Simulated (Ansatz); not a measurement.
# C₂HSi+ (triplet): wave-function methods side by side, def2-QZVPP

One table from this session's results is given with a row withheld; the runs are named, their logs left out.

Program: Ansatz 0.2.0, Gaussian basis. Level of theory: def2-QZVPP, core rule «outside noble gas», up to 7 orbitals frozen. These are calculated values, not measurements.

The runs, in order: UHF; ROHF; CCSD(T) on UHF.

2 further runs of the same task are left out: 2 set aside as unsound or not needed.

## The geometry

The geometry is a PBE0/def2-TZVP stationary point (not a proven minimum) of the parent state, kept for this charge and spin.

4 atoms, charge 1, spin multiplicity 3.

Atoms are counted from 1 here; the program's logs count them from 0.

Bond lengths: C1–C2 1.277 Å, C2–Si3 1.694 Å, Si3–H4 1.502 Å. Angles: C1–C2–Si3 166.4°, C2–Si3–H4 118.3°.

Set-up of the first run:

in.yaml reads:

```yaml
crystal:
  periodic: [false, false, false]
  atoms:
    - {symbol: C, position_ang: [0.000000, 0.010293, 1.919554]}
    - {symbol: C, position_ang: [0.000000, 0.134643, 0.648509]}
    - {symbol: Si, position_ang: [0.000000, -0.101792, -1.029371]}
    - {symbol: H, position_ang: [0.000000, 1.109295, -1.918604]}
basis:
  gaussian: {orbitals: "def2-QZVPP.json"}
total_charge: 1
magnetization: {spin_polarized: true, initial_magnetization: 2}
hamiltonian: {xc: hf}
output: {orbitals: {seedname: orbitals}}
```

Command:

```console
ansatz run in.yaml --threads 1 --pin off --events-out ev --progress --plain --max-ram 4096MiB --backend cpu
```

Steps of the session up to this table: UHF; ROHF; CCSD(T) on UHF.

One table of the session follows, with a row left open; its other results are not shown here.

It belongs to the step «Misses and costs». 

```
  method  from UCCSD(T) (kcal/mol)
    ROHF                   +253.69
     UHF                   +231.63
    UMP2                    +45.29
   UCCSD                         ?
UCCSD(T)                         0
```

**Question.** Estimate the row for UCCSD.

**Answer.** from UCCSD(T) (kcal/mol): +13.65. In the column «from UCCSD(T) (kcal/mol)» it lies between UCCSD(T) (0) and UMP2 (+45.29).

To keep in mind: The determinant is far from a pure spin state, so its energy mixes those of several spin states (harmless only where they are near-degenerate, as at dissociation).
